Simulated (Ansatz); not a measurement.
Start from `FCCCl` and change one atom or group to get `C#CC(F)CCl`.

Ansatz, PBE0-D4/def2-TZVP geometries, multiplicity 1. Each molecule was computed in one conformer, which needn't be the lowest.

| property | `FCCCl` |
| --- | --- |
| LUMO energy (PBE/def2-TZVPP) / eV | -0.61 |
| size of the dipole moment (ωB97M-V/def2-TZVPP) / D | 0.07 |
| LUMO energy (B3LYP/def2-TZVPP) / eV | 0.22 |
| HOMO energy (ωB97M-V/def2-TZVPP) / eV | -11.07 |
| HOMO–LUMO gap (B3LYP/def2-TZVPP) / eV | 8.71 |
| LUMO energy (PBE0/def2-TZVPP) / eV | 0.52 |

Question: Give the same properties after the change, and the shifts. (Estimate.)

Answer: The calculation gave: 
```csv
property,`C#CC(F)CCl`,shift
LUMO energy (PBE/def2-TZVPP) / eV,-1.22,-0.61
size of the dipole moment (ωB97M-V/def2-TZVPP) / D,0.34,0.27
LUMO energy (B3LYP/def2-TZVPP) / eV,-0.40,-0.62
HOMO energy (ωB97M-V/def2-TZVPP) / eV,-10.60,0.47
HOMO–LUMO gap (B3LYP/def2-TZVPP) / eV,7.69,-1.02
LUMO energy (PBE0/def2-TZVPP) / eV,-0.15,-0.67
```

With PBE0 the HOMO rises by 0.43 eV and the LUMO falls by 0.67 eV, so the gap narrows by about 1.10 eV. PBE moves the HOMO by 0.27 eV and ωB97M-V by 0.47 eV. Dipoles are sizes alone; their direction can turn.

B3LYP here is the variant with VWN-RPA as its local correlation; programs differ in this.
